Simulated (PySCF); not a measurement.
Dipole moment and polarisability of dimethylphosphine

Compound: dimethylphosphine, C2H7P.
Geometry (GFN2-xTB, Å), atoms numbered from 1 in this order:
```xyz
10
C2H7P angstrom
C      1.3597    0.1851   -0.0714
P      0.2157   -0.4244    1.2520
C     -1.3779    0.1637    0.5123
H      2.3473   -0.2425    0.0868
H      1.4376    1.2688    0.0046
H      0.9999   -0.0824   -1.0632
H      0.1192   -1.7309    0.7504
H     -2.2083   -0.2772    1.0592
H     -1.4511   -0.1021   -0.5407
H     -1.4332    1.2465    0.6163
```

Level: PBE0/def2-SVPD (PySCF), static field, nuclei fixed, core orbitals frozen in the response. The polarisability tensor in these axes (au):

```
x   58.92 -0.52 -1.77
y   -0.52 48.87 -2.79
z   -1.77 -2.79 50.89
```

Give the principal values, the mean and the anisotropy Δα = √{½[(α1 − α2)² + (α2 − α3)² + (α1 − α3)²]}.

Principal values 46.73, 52.65 and 59.29 au; mean 52.89 au = 7.84 Å³ = 8.72 × 10⁻⁴⁰ C²·m²/J; Δα = 10.88 au (21 % of the mean).

What is the dipole moment, and where does it point?

(-0.27, 0.23, -1.26) D, 1.31 D in size, pointing from the negative to the positive side. Measured along this direction, the outermost atoms are P2 at the negative end and H6 and H9 at the positive end.

Find the Langevin capture rate constant for NO+ (29.998 u) meeting this molecule (62.029 u), k = 2.342 × 10⁻⁹ cm³/s × √(α in Å³ / reduced mass in u).

The reduced mass is 20.22 u, so k = 1.46 × 10⁻⁹ cm³/s. The formula leaves out the permanent dipole, which adds to the capture rate.

Along which axes do the principal values lie, and how far do the nuclei extend along each?

Largest value along (0.98, 0.01, -0.21), where the nuclei span 4.66 Å; middle along (0.17, -0.60, 0.78), 2.26 Å; least along (0.12, 0.80, 0.59), 2.12 Å. 

What depolarisation ratio follows for Rayleigh scattering of linearly polarised light, taking the static tensor?

ρ = 3Δα²/(45ᾱ² + 4Δα²) = 355.3/(125891 + 473.7) = 0.00281.

Isolated species at its GFN2-xTB geometry, gas phase.

These values come from a run that also computed excited states. Hardware: Arm Neoverse V1, one thread, no GPU (shared host). Cost: 6.0 s, 0.49 GiB resident at most.
